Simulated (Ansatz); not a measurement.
`Oc1ccsc1` → `CC#COC=S`  (isomerisation)

Computed with Ansatz on PBE0-D4/def2-TZVP structures; ΔE is electronic, products minus reactants. CBS: MP2 limit from def2 TZ/QZ plus the TZ coupled-cluster correction, frozen cores. DFT in def2-TZVPP. B3LYP here is the variant with VWN-RPA as its local correlation; programs differ in this. One conformer a species, not always the lowest.

`Oc1ccsc1`:

```xyz
10

O    -1.857   -0.504    0.625
C    -0.584   -0.260    0.230
C    -0.234    1.015   -0.282
C     1.081    1.080   -0.626
S     1.890   -0.390   -0.335
C     0.470   -1.130    0.262
H    -1.924   -1.408    0.943
H    -0.939    1.829   -0.380
H     1.616    1.922   -1.039
H     0.481   -2.154    0.602
```

`CC#COC=S`:

Cartesian coordinates in Å:
```
C -0.805 -1.806 1.001
C -0.368 -0.492 0.568
C -0.008 0.595 0.213
O 0.362 1.807 -0.122
C 0.991 1.966 -1.316
S 1.491 3.388 -1.841
H -0.257 -2.128 1.889
H -1.871 -1.803 1.241
H -0.639 -2.547 0.216
H 1.104 1.020 -1.848
```

(1) Is it downhill or uphill in electronic energy at CCSD(T)/CBS, and by how much? (Estimate.)

(2) What do these levels give: PBE-D4, B3LYP-D4, ωB97X-V, B2PLYP, PBE, PBE0, HF/def2-TZVPP, CCSD/def2-TZVPP, HF/def2-QZVPP, MP2/def2-QZVPP, SCS-MP2/def2-QZVPP, HF/CBS(def2)? (Best estimate.)

Largest T1 diagnostic among the species: 0.016.

## Answers

(1) The calculation gave: Uphill: ΔE = +262.3 kJ/mol.

(2) Computed: PBE-D4 262.2, B3LYP-D4 246.7, ωB97X-V 265.6, B2PLYP 245.8, PBE 254.9, PBE0 272.6, HF/def2-TZVPP 228.1, CCSD/def2-TZVPP 249.8, HF/def2-QZVPP 228.7, MP2/def2-QZVPP 280.1, SCS-MP2/def2-QZVPP 258.4, HF/CBS(def2) 228.7 kJ/mol.

From PBE to PBE0 (25 % exact exchange), in def2-TZVPP and without D4, ΔE moves by +17.7 kJ/mol. In def2-TZVPP, CCSD(T) changes the Hartree–Fock value by +25.9 kJ/mol (the triples alone add +4.1 kJ/mol) and MP2 by +47.1 kJ/mol.
